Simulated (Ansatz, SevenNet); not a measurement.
Elastic constant C66 (GPa) of solids drawn from the class of tetrahedrally bonded semiconductors and semimetals, at two levels: the machine-learned potential SevenNet-l3i5 (trained on PBE and PBE+U data), and r²SCAN (Ansatz, a first-principles code, PAW).

| solid | SevenNet-l3i5 | r²SCAN | shift (%) |
|---|---|---|---|
| wurtzite GaN | 92.4 | 115 | +24 |
| wurtzite BN (high-pressure phase) | 275 | 421 | +53 |
| 2H-SiC | 120 | 213 | +78 |
| wurtzite AlN | 113 | 135 | +19.5 |
| wurtzite CdS | 14.6 | 16.2 | +11.0 |
| wurtzite ZnO | 37.7 | 40.6 | +7.7 |

The shifts run from +7.7 % to +78 %, with a median of +22 %.

Over all 6 rows r²SCAN is the larger in 6.

Ansatz's runs of these crystals have no spin polarisation.

Each level is taken at its own relaxed cell. Ansatz's density-functional and Hartree–Fock values are scalar-relativistic unless marked +SOC, with PAW data made under PBE.
